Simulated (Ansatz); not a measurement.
## [SiH3···H···BH2], doublet: reading a ladder of total energies

Geometry: a point of a hydrogen-transfer path between rigid fragments, not a stationary point.

```yaml
atoms:
  - { symbol: Si, position_ang: [-1.0008, 0.0000, 0.0000] }
  - { symbol: H, position_ang: [-1.4956, 1.3997, 0.0000] }
  - { symbol: H, position_ang: [-1.4956, -0.6999, 1.2122] }
  - { symbol: H, position_ang: [-1.4956, -0.6999, -1.2122] }
  - { symbol: H, position_ang: [0.5932, 0.0000, 0.0000] }
  - { symbol: B, position_ang: [2.4172, 0.0000, 0.0000] }
  - { symbol: H, position_ang: [2.9263, 0.0000, 1.0770] }
  - { symbol: H, position_ang: [2.9263, 0.0000, -1.0770] }
```

Basis cc-pVDZ; Ansatz 0.2.0. Only valence electrons are correlated (noble-gas cores frozen), which leaves 13 electrons in 56 orbitals. R marks a restricted (for open shells ROHF) determinant, U an unrestricted one.

Full CI isn't at hand for all of this; UCCSDT(Q) serves as the reference, and is uncertain by about the last step of the cluster series.

Runs differ by some tens of microhartree through their thresholds and, for an open shell, their frozen cores, so steps under 0.03 kcal/mol mean nothing.

| level | total energy (hartree) |
| --- | --- |
| UHF | -316.969721 |
| UMP2 | -317.161431 |
| UCCSD | -317.213030 |
| UCCSD(T) | -317.217690 |
| UCCSDT | -317.218856 |
| UCCSDT(Q) | -317.219000 |

**Question.** What is the correlation energy at UCCSDT(Q), and what share of it do UMP2 and UCCSD(T) recover?

**Answer.** E(corr) = -317.219000 − (-316.969721) = -0.249279 hartree = -6.783 eV. UMP2: -0.191710 / -0.249279 = 76.91 %. UCCSD(T): -0.247969 / -0.249279 = 99.47 %.

**Question.** By how many kcal/mol does UCCSD(T) miss UCCSDT(Q) (1 hartree = 627.509 kcal/mol), and which steps make up the rest?

**Answer.** -317.217690 − (-317.219000) = 0.001310 hartree = 0.82 kcal/mol. Steps: UCCSDT − UCCSD(T) = -0.73, UCCSDT(Q) − UCCSDT = -0.09 kcal/mol. Differences between like states or geometries often cancel part of this.
